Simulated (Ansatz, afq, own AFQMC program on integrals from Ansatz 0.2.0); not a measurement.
# CHB, singlet in 6-31G, levels against full CI

```xyz
3

B     0.0000    0.0000    0.0957
C     0.0000    0.0000   -1.3685
H     0.0000    0.0000    1.2728
```

Connectivity, by distances: BH–C.

Basis 6-31G. Noble-gas cores (and the filled d shells of Ga–Kr and In–Xe) are frozen. Integrals, coupled cluster, full CI and functionals: Ansatz 0.2.0; the random walks run on the same integrals in our own AFQMC program. ph-AFQMC/CISD is guided by a CISD state made of CCSD amplitudes; releasing the constraint for a short imaginary time cuts its bias at the price of noise, slowly where states lie close. Uncertainties: one standard error, sampling alone.

Determinant: RHF, the one that the program's search chose, which needn't be the lowest solution. The geometry is a point of a scan.

Full CI on the same integrals is exact in this basis and with this determinant's frozen core.

Cautions: higher spins were not checked; restricted determinant unstable towards unrestricted (UHF 925 meV lower, ⟨S²⟩ 1.00); the CCSDTQ amplitudes may be one of several solutions (largest double 0.95); the released energy hasn't reached full CI (56 meV above it at 2.40 1/Eh), so no released level is given (meV from the phaseless value at times in 1/Eh: -8 ± 4 at 0.24, -5 ± 4 at 0.51, -15 ± 5 at 0.99, -20 ± 5 at 1.62, -17 ± 6 at 2.40); the determinant fills πx and πy unequally, so it mixes two states of the linear molecule, and each level undoes that mixture to a different degree, while full CI gives the lower state, and by Hund's rule a triplet of that filling probably lies lower still; CCSDTQ on the UHF determinant differs (800 meV lower), perhaps since the unrestricted series falls towards higher spin.

The T1 diagnostic is 0.0137, the weight of the determinant in the CISD state is 0.881 and the size of the correlated space is 8 electrons in 18 orbitals.

Reference: full CI, correlation energy -3.970 eV. The cautions show a poor starting determinant, so the rows tell how each method copes with it here, and full CI is the sure value.

```csv
level,E − E(reference) (mEh),share of correlation (%)
HF,145.90,0.00
MP2,38.78,73.42
CCSD,7.97,94.53
CCSD(T),3.69,97.47
CCSDT,2.16,98.52
CCSDT(Q),0.97,99.34
CCSDTQ,0.12,99.92
ph-AFQMC/HF,0.17 ± 0.75,99.89
ph-AFQMC/CISD,2.70 ± 0.13,98.15
```

CCSDT and higher add their correlation energy to the determinant of the CCSD(T) run, since their own runs factorise the integrals more tightly (a shift of under 2 meV).
